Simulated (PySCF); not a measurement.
Which level of theory gave which numbers?

C3H4N2S.
SMILES with atom numbers: `[NH2:1][c:2]1[n:3][cH:4][cH:5][s:6]1` (hydrogens: H7, H8 on N1; H9 on C4; H10 on C5)

Structure used (PBE0-D3(BJ)/def2-SVP), in Å, numbered top down from 1:
```xyz
10
C3H4N2S angstrom
N      2.0783   -0.0006   -0.0369
C      0.7259   -0.0286    0.1465
N      0.0020    1.0229    0.3883
C     -1.3227    0.6918    0.4611
C     -1.6331   -0.6230    0.2846
S     -0.1798   -1.5217   -0.0103
H      2.6028   -0.8411    0.1632
H      2.5149    0.8629    0.2631
H     -2.0592    1.4726    0.6612
H     -2.6045   -1.1119    0.3124
```

The closed-shell ground state was solved 4 times with PySCF (density fitting, gas phase), always with PBE0, in these basis sets: 6-311+G(2d,p), STO-3G, cc-pVTZ and pcSseg-0.

```tsv
row	total energy (Eh)	HOMO (eV)	LUMO (eV)	dipole (D)
P	-623.0022	-6.31	-0.19	1.77
Q	-624.1158	-6.06	-0.09	1.73
R	-624.0963	-6.14	-0.30	1.76
S	-616.7756	-3.53	3.21	2.44
```

Question: Which basis belongs to which row?

Answer: P = pcSseg-0, Q = cc-pVTZ, R = 6-311+G(2d,p), S = STO-3G. From the lowest total energy up: cc-pVTZ (240 functions) 0 eV; 6-311+G(2d,p) (194 functions) +0.53 eV; pcSseg-0 (66 functions) +30.30 eV; STO-3G (38 functions) +199.74 eV.
